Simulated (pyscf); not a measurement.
Optimised with ωB97X-D3(BJ)/def2-SVP in PySCF.

Question: Estimate by transition-state theory the rate constant of H₃C–CH₂–F + methyl (CH₃•) → H₃C–CH•–CH₃ + hydrogen fluoride (HF) (doublet surface; C–F, C–H broken, C–C, F–H formed) at 600 K, with ωB97M-D3(BJ)/def2-TZVP energies (ideal gas, 1 atm, RRHO with modes under 100 cm⁻¹ raised to 100, one conformer, R ln 2 for rigid chiral ones; no tunnelling).

Answer: The electronic barrier is 42.1 kcal/mol and the thermal terms add +20.5, so ΔG‡ = 62.6 kcal/mol. With k_BT/h = 1.25e+13 s⁻¹ and RT = 1.192 kcal/mol, and a volume of 8.18e-20 cm³ per molecule at 1 atm, k = 1.7e-29 cm³ molecule⁻¹ s⁻¹. Wigner's tunnelling factor for 1046i cm⁻¹ would be 1.26. A shift of 1 kcal/mol in the barrier changes k by a factor 2.3. On the product side the descent ends in a complex (not fully relaxed), 5.6 kcal/mol under the separated species and 59.7 kcal/mol under the saddle at ωB97X-D3(BJ)/def2-TZVP. From the product side, H₂C=CH–CH₃ + H• + HF lies, by one bond made or cut, 13.3 kcal/mol under this saddle at ωB97M-D3(BJ). One saddle was located; it need not be the lowest between these sides.
